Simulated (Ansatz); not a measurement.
Basis-set extrapolation for BH4NO (`NBO`) (PBE0-D4/def2-TZVP geometry, frozen core, Ansatz 0.2.0). Multiplicity 1, RHF reference.

```
                      def2-TZVPP   def2-QZVPP
                 HF  -156.493464  -156.501422
    MP2 correlation    -0.559095    -0.601138
CCSD(T) correlation    -0.598450    -0.636921
```

Energies in hartree. Use E(X) = E(∞) + A·exp(−7.88·√X) for Hartree–Fock and E(X) = E(∞) + B·X^(−2.97) for correlation, with X = 3 and 4.

Task: What is the CCSD(T) energy at the basis-set limit?

Result: HF limit: -156.501422 + (-0.007958) × 0.13774 = -156.50252. Correlation limit: -0.636921 + (-0.038471) × 0.74074 = -0.66542. Total: -157.16794 hartree, 199.6 kJ/mol below CCSD(T)/def2-TZVPP.
